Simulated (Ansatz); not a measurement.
# FH5OSi: the cost of one run

Program: Ansatz 0.2.0. Level of theory: RKS PBE-D4/6-31G*. These are calculated values, not measurements.

### 1 The system as given

Bond lengths: Si1–F2 1.940 Å, Si1–H3 1.460 Å, Si1–O4 1.679 Å, O4–H5 1.010 Å, Si1–H6 1.459 Å. Angles: F2–Si1–H3 109.5°, F2–Si1–O4 109.5°, F2–Si1–H6 109.5°, H3–Si1–O4 109.5°, H3–Si1–H6 109.5°, O4–Si1–H6 109.5°, Si1–O4–H5 109.5°.

Structure file:

```xyz
8

Si    0.0000    0.0000    0.0000
F     0.0000    0.0000    1.9400
H     1.3768    0.0000   -0.4862
O    -0.7913    1.3709   -0.5594
H    -1.7491    1.1401   -0.7818
H    -0.6877   -1.1914   -0.4862
H     0.9186   -1.3949    0.5550
H     0.6960   -1.0570    1.4751
```

### 2 Pulling towards end A

Springs on the bonds that form and break draw the guess towards this end; the thresholds are loose.

input.yaml

```yaml
crystal:
  periodic: [false, false, false]
  atoms:
    - { symbol: Si, position_ang: [0.0, 0.0, 0.0] }
    - { symbol: F, position_ang: [0.0, 0.0, 1.94] }
    - { symbol: H, position_ang: [1.3768, 0.0, -0.4862] }
    - { symbol: O, position_ang: [-0.7913, 1.3709, -0.5594] }
    - { symbol: H, position_ang: [-1.7491, 1.1401, -0.7818] }
    - { symbol: H, position_ang: [-0.6877, -1.1914, -0.4862] }
    - { symbol: H, position_ang: [0.9186, -1.3949, 0.555] }
    - { symbol: H, position_ang: [0.696, -1.057, 1.4751] }
basis:
  gaussian: { orbitals: "6-31G*" }
hamiltonian:
  xc: pbe
  dispersion: d4
relax:
  f_tol: 0.15
  max_steps: 25
  restrain:
    - { distance: [0, 6], at: 2.66, k: 30.0 }
    - { distance: [7, 1], at: 2.12, k: 30.0 }
    - { distance: [0, 1], at: 1.59, k: 30.0 }
    - { distance: [7, 6], at: 0.66, k: 30.0 }
output:
  orbitals: {}
```

Launch:

```console
> ansatz run input.yaml --threads 1 --pin off --max-ram 2048MiB --backend cpu --events-out ev --progress --plain --runs-dir out
```

**Question.** How long does this run take on 1 thread of AMD EPYC 9R45 (Zen 5), shared host, and how much memory does it need?

About 7.1 s, with a peak of 0.15 GiB.
